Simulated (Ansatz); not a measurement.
`C=NCS`, 9 atoms. Total charge 0; spin multiplicity 1. All runs use 2 threads of an Arm Neoverse V2 on a shared host. Correlated methods freeze the cores.

Problem. Give the basis size and wall time and peak host memory of each of these runs in Ansatz. RKS ωB97M-V/def2-SVP energy; RKS ωB97M-V/def2-TZVPP energy and forces; direct RPA on PBE orbitals/def2-TZVPP energy; RHF-MP2/def2-QZVPP energy; RKS PBE0-D4/def2-SVP energy; RKS ωB97M-V/def2-QZVPP energy; RKS PBE0-D4/def2-TZVP relaxation (7 steps); RKS PBE0-D4/def2-TZVP frequencies; RKS BLYP-D4/def2-TZVPP energy; RKS PBE-QIDH (frozen core)/def2-TZVPP energy; RHF-CCSD(T)/def2-TZVPP energy; RKS LC-ωPBE/def2-TZVPP energy. (Best estimate.)

Solution. Computed: Other jobs shared the machine, so times are rough.

| level | job | functions | wall time | peak host memory (GiB) |
| --- | --- | --- | --- | --- |
| RKS PBE0-D4/def2-SVP | energy | 85 | 0.95 s | 0.15 |
| RKS BLYP-D4/def2-TZVPP | energy | 205 | 1.9 s | 0.22 |
| RKS LC-ωPBE/def2-TZVPP | energy | 205 | 2.7 s | 0.29 |
| RKS ωB97M-V/def2-SVP | energy | 85 | 3.8 s | 0.22 |
| direct RPA on PBE orbitals/def2-TZVPP | energy | 205 | 4.4 s | 0.41 |
| RKS PBE-QIDH (frozen core)/def2-TZVPP | energy | 205 | 4.9 s | 0.43 |
| RKS ωB97M-V/def2-TZVPP | energy and forces | 205 | 11 s | 0.56 |
| RKS ωB97M-V/def2-QZVPP | energy | 391 | 16 s | 1.2 |
| RHF-MP2/def2-QZVPP | energy | 391 | 19 s | 1.8 |
| RKS PBE0-D4/def2-TZVP | relaxation (7 steps) | 160 | 22 s | 0.32 |
| RHF-CCSD(T)/def2-TZVPP | energy | 205 | 69 s | 2.7 |
| RKS PBE0-D4/def2-TZVP | frequencies | 160 | 100 s | 0.37 |

LC-ωPBE has ω = 0.4 bohr⁻¹.
